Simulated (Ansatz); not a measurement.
# Nudged elastic band run: C$_{4}$H$_{10}$O$_{2}$

The input (input.yaml):

```yaml
crystal:
  periodic: [false, false, false]
  atoms:
    - { symbol: C, position_ang: [-1.257456, -1.374503, 1.300335] }
    - { symbol: O, position_ang: [-0.372714, -1.491667, 0.189234] }
    - { symbol: C, position_ang: [0.321697, -0.307363, -0.086046] }
    - { symbol: C, position_ang: [1.330458, -0.615672, -1.182241] }
    - { symbol: O, position_ang: [-0.62791, 0.681323, -0.506981] }
    - { symbol: C, position_ang: [-0.201957, 2.011916, -0.275354] }
    - { symbol: H, position_ang: [-1.731203, -2.364911, 1.435587] }
    - { symbol: H, position_ang: [-0.704762, -1.106418, 2.233255] }
    - { symbol: H, position_ang: [-2.041439, -0.608585, 1.119927] }
    - { symbol: H, position_ang: [0.830689, 0.075891, 0.843427] }
    - { symbol: H, position_ang: [2.055118, -1.379883, -0.840453] }
    - { symbol: H, position_ang: [0.791368, -1.001329, -2.069229] }
    - { symbol: H, position_ang: [1.889298, 0.296175, -1.469439] }
    - { symbol: H, position_ang: [0.056721, 2.190165, 0.7975] }
    - { symbol: H, position_ang: [-1.044467, 2.67449, -0.552545] }
    - { symbol: H, position_ang: [0.683559, 2.29777, -0.892677] }
basis:
  gaussian: { orbitals: cc-pVDZ }
hamiltonian:
  xc: pbe
neb:
  order_check: false
  images: 5
  f_tol: 0.05
  max_iterations: 60
  final_atoms:
    - { symbol: C, position_ang: [-1.30531878, -1.24273475, 1.21453663] }
    - { symbol: O, position_ang: [-0.52395596, -1.08040813, 0.03390894] }
    - { symbol: C, position_ang: [0.60883764, -0.25146104, 0.23988065] }
    - { symbol: C, position_ang: [1.49959547, -0.41027108, -0.98600555] }
    - { symbol: O, position_ang: [0.24764222, 1.09503173, 0.54042067] }
    - { symbol: C, position_ang: [-0.43507917, 1.77578313, -0.51304689] }
    - { symbol: H, position_ang: [-2.17611043, -1.86754536, 0.94068051] }
    - { symbol: H, position_ang: [-0.7264328, -1.75956074, 2.01699964] }
    - { symbol: H, position_ang: [-1.65929522, -0.26728827, 1.61383695] }
    - { symbol: H, position_ang: [1.14815892, -0.56662357, 1.16514386] }
    - { symbol: H, position_ang: [1.87267841, -1.45061702, -1.04334581] }
    - { symbol: H, position_ang: [0.93512963, -0.20199463, -1.91580297] }
    - { symbol: H, position_ang: [2.3633256, 0.279172, -0.92298887] }
    - { symbol: H, position_ang: [0.25233233, 2.08362636, -1.33426664] }
    - { symbol: H, position_ang: [-0.87289843, 2.68754659, -0.06342609] }
    - { symbol: H, position_ang: [-1.25160941, 1.15474377, -0.94222503] }
  initial_path:
    images:
      - { positions_ang: [[-1.257456, -1.374503, 1.300335], [-0.372714, -1.491667, 0.189234], [0.321697, -0.307363, -0.086046], [1.330458, -0.615672, -1.182241], [-0.62791, 0.681323, -0.506981], [-0.201957, 2.011916, -0.275354], [-1.731203, -2.364911, 1.435587], [-0.704762, -1.106418, 2.233255], [-2.041439, -0.608585, 1.119927], [0.830689, 0.075891, 0.843427], [2.055118, -1.379883, -0.840453], [0.791368, -1.001329, -2.069229], [1.889298, 0.296175, -1.469439], [0.056721, 2.190165, 0.7975], [-1.044467, 2.67449, -0.552545], [0.683559, 2.29777, -0.892677]] }
      - { positions_ang: [[-1.27420167, -1.46790597, 1.29704495], [-0.40914418, -1.48260659, 0.18692872], [0.29274639, -0.28392192, 0.01938554], [1.32452463, -0.49687506, -1.09957414], [-0.6197775, 0.74618564, -0.29957758], [-0.14555513, 1.99381464, -0.40001062], [-1.7614501, -2.43583343, 1.36297118], [-0.72135757, -1.25806047, 2.23232132], [-2.06643689, -0.67999155, 1.19068185], [0.83019112, -0.02471388, 0.96545033], [1.98565642, -1.31139571, -0.85647795], [0.76457563, -0.75591988, -2.00066684], [1.87474677, 0.41155129, -1.29268552], [0.33774064, 2.23153671, 0.47476981], [-0.94348874, 2.70409426, -0.57983758], [0.50823019, 2.08744093, -1.15642348]] }
      - { positions_ang: [[-1.29094735, -1.56130894, 1.29375491], [-0.44557436, -1.47354618, 0.18462344], [0.26379578, -0.26048084, 0.12481707], [1.31859127, -0.37807811, -1.01690727], [-0.61164501, 0.81104828, -0.09217417], [-0.08915327, 1.97571329, -0.52466724], [-1.7916972, -2.50675585, 1.29035537], [-0.73795314, -1.40970295, 2.23138765], [-2.09143479, -0.7513981, 1.2614367], [0.82969324, -0.12531877, 1.08747366], [1.91619484, -1.24290843, -0.8725029], [0.73778326, -0.51051077, -1.93210468], [1.86019554, 0.52692757, -1.11593205], [0.61876029, 2.27290842, 0.15203962], [-0.84251048, 2.73369852, -0.60713015], [0.33290138, 1.87711185, -1.42016996]] }
      - { positions_ang: [[-1.30769302, -1.65471191, 1.29046486], [-0.48200454, -1.46448578, 0.18231816], [0.23484518, -0.23703976, 0.23024861], [1.3126579, -0.25928117, -0.93424041], [-0.60351251, 0.87591091, 0.11522925], [-0.0327514, 1.95761193, -0.64932386], [-1.8219443, -2.57767828, 1.21773955], [-0.75454872, -1.56134542, 2.23045397], [-2.11643268, -0.82280465, 1.33219155], [0.82919536, -0.22592365, 1.20949698], [1.84673326, -1.17442114, -0.88852784], [0.71099088, -0.26510165, -1.86354252], [1.84564431, 0.64230386, -0.93917857], [0.89977993, 2.31428013, -0.17069057], [-0.74153222, 2.76330278, -0.63442273], [0.15757257, 1.66678278, -1.68391644]] }
      - { positions_ang: [[-1.30690161, -1.51738619, 1.26515545], [-0.49598834, -1.33645989, 0.13284842], [0.35950933, -0.24184685, 0.23345929], [1.37497042, -0.30961114, -0.95149546], [-0.31979427, 0.94895119, 0.25695972], [-0.16686066, 1.89700233, -0.6038982], [-1.93999968, -2.34096731, 1.12538654], [-0.74517674, -1.62741719, 2.15930253], [-1.96405353, -0.63763253, 1.42607335], [0.93551655, -0.33949029, 1.19471261], [1.85538164, -1.26648644, -0.94013383], [0.7857038, -0.24406598, -1.88096267], [2.01820474, 0.52125991, -0.933782], [0.68396406, 2.23739554, -0.55854926], [-0.78532096, 2.73805072, -0.44409051], [-0.31215476, 1.49610311, -1.43668597]] }
      - { positions_ang: [[-1.30611019, -1.38006047, 1.23984604], [-0.50997215, -1.20843401, 0.08337868], [0.48417349, -0.24665394, 0.23666997], [1.43728294, -0.35994111, -0.9687505], [-0.03607603, 1.02199146, 0.3986902], [-0.30096992, 1.83639273, -0.55847255], [-2.05805505, -2.10425633, 1.03303353], [-0.73580477, -1.69348897, 2.08815108], [-1.81167438, -0.4524604, 1.51995515], [1.04183773, -0.45305693, 1.17992823], [1.86403002, -1.35855173, -0.99173982], [0.86041671, -0.2230303, -1.89838282], [2.19076517, 0.40021595, -0.92838544], [0.4681482, 2.16051095, -0.94640795], [-0.8291097, 2.71279866, -0.2537583], [-0.78188208, 1.32542344, -1.1894555]] }
      - { positions_ang: [[-1.30531878, -1.24273475, 1.21453663], [-0.52395596, -1.08040813, 0.03390894], [0.60883764, -0.25146104, 0.23988065], [1.49959547, -0.41027108, -0.98600555], [0.24764222, 1.09503173, 0.54042067], [-0.43507917, 1.77578313, -0.51304689], [-2.17611043, -1.86754536, 0.94068051], [-0.7264328, -1.75956074, 2.01699964], [-1.65929522, -0.26728827, 1.61383695], [1.14815892, -0.56662357, 1.16514386], [1.87267841, -1.45061702, -1.04334581], [0.93512963, -0.20199463, -1.91580297], [2.3633256, 0.279172, -0.92298887], [0.25233233, 2.08362636, -1.33426664], [-0.87289843, 2.68754659, -0.06342609], [-1.25160941, 1.15474377, -0.94222503]] }
```

Run as:

```bash
$ ansatz run input.yaml --threads 2 --pin off --max-ram 3072MiB --backend cpu --events-out ev --progress --plain --runs-dir out
```

Output, in part (warnings, iteration lines, the closing report on the highest movable image, with atoms numbered from 0):

```
NEB end point (image 0): max|allowed force component| = 6.382e-3 eV/Å (the criterion of neb.relax_end_points is 1.000e-2)
NEB end point (image 6): max|allowed force component| = 6.031e-3 eV/Å (the criterion of neb.relax_end_points is 1.000e-2)
NEB iter   1: max|band force component| = 9.755e0 eV/Å  barrier→ = 2.7528 eV  barrier← = 2.7962 eV  Δτ_max = 0.1990 Å  (203 SCF iters)
NEB iter   2: max|band force component| = 2.834e0 eV/Å  barrier→ = 0.4489 eV  barrier← = 0.4924 eV  Δτ_max = 0.0902 Å  (147 SCF iters)
NEB iter   3: max|band force component| = 1.040e0 eV/Å  barrier→ = 0.1858 eV  barrier← = 0.2293 eV  Δτ_max = 0.0803 Å  (151 SCF iters)
NEB iter   4: max|band force component| = 2.069e-1 eV/Å  barrier→ = 0.1748 eV  barrier← = 0.2182 eV  CI = image 3  Δτ_max = 0.0613 Å  (151 SCF iters)
NEB iter   5: max|band force component| = 9.364e-2 eV/Å  barrier→ = 0.1755 eV  barrier← = 0.2189 eV  CI = image 3  Δτ_max = 0.0318 Å  (151 SCF iters)
NEB iter   6: max|band force component| = 6.587e-2 eV/Å  barrier→ = 0.1750 eV  barrier← = 0.2185 eV  CI = image 3  Δτ_max = 0.0359 Å  (154 SCF iters)
NEB iter   7: max|band force component| = 5.234e-2 eV/Å  barrier→ = 0.1748 eV  barrier← = 0.2183 eV  CI = image 3  Δτ_max = 0.0075 Å  (153 SCF iters)
NEB iter   8: max|band force component| = 2.099e-2 eV/Å  barrier→ = 0.1748 eV  barrier← = 0.2182 eV  CI = image 3  Δτ_max = 0.0000 Å  (267 SCF iters)
Total energy: -8394.37770805 eV, -308.4876908573 hartree
Atom 0 at    -1.345620    -1.545593     1.241823 Å, force     0.002066     0.003777    -0.004449 eV/Å
Atom 1 at    -0.465687    -1.402097     0.131579 Å, force    -0.001838    -0.001932     0.001358 eV/Å
Atom 2 at     0.359758    -0.261875     0.225019 Å, force    -0.001668     0.006363     0.002234 eV/Å
Atom 3 at     1.358788    -0.364266    -0.917539 Å, force    -0.005614    -0.001658     0.001025 eV/Å
Atom 4 at    -0.474422     0.906314     0.242081 Å, force     0.001716    -0.003681    -0.002380 eV/Å
Atom 5 at    -0.156313     1.996360    -0.604767 Å, force     0.000887     0.001920     0.000444 eV/Å
Atom 6 at    -1.898151    -2.492217     1.090581 Å, force     0.000048    -0.001445    -0.000168 eV/Å
Atom 7 at    -0.781632    -1.604584     2.204258 Å, force     0.000429    -0.000306     0.001563 eV/Å
Atom 8 at    -2.066446    -0.702471     1.307069 Å, force     0.000158    -0.000702     0.000185 eV/Å
Atom 9 at     0.891321    -0.278093     1.214416 Å, force     0.001530    -0.001394    -0.000205 eV/Å
Atom 10 at     1.938543    -1.297683    -0.790312 Å, force     0.001664    -0.000888     0.000173 eV/Å
Atom 11 at     0.830295    -0.418711    -1.889400 Å, force     0.000244     0.000223    -0.000211 eV/Å
Atom 12 at     2.064652     0.487142    -0.929007 Å, force     0.001295     0.000872     0.000501 eV/Å
Atom 13 at     0.829035     2.462747    -0.363877 Å, force    -0.000517    -0.000877    -0.000339 eV/Å
Atom 14 at    -0.942879     2.756451    -0.429801 Å, force    -0.000341     0.000215     0.000666 eV/Å
Atom 15 at    -0.164240     1.735975    -1.687823 Å, force    -0.000057    -0.000489    -0.000397 eV/Å
Dipole moment:     0.155473     0.134602    -0.009553 e Å
```

The forces met the threshold. A vibrational analysis at the climbing image gives one clearly imaginary mode, 129i cm⁻¹: a first-order saddle point.

Final band (atoms are numbered from 1 in the order of the input):

```
image  path coordinate (Å)  energy (eV)  dihedral C4–C3–O5–C6 (°)
    0                 0.00        0.000                       -87
    1                 0.89        0.022                       -71
    2                 1.78        0.100                       -48
    3                 2.67        0.175                       -13
    4                 3.50        0.103                        22
    5                 4.32       -0.003                        44
    6                 5.14       -0.043                        58
```

The run took 2.3 min on 2 threads of Arm Neoverse V1, on a shared host, peak memory 0.18 GiB.
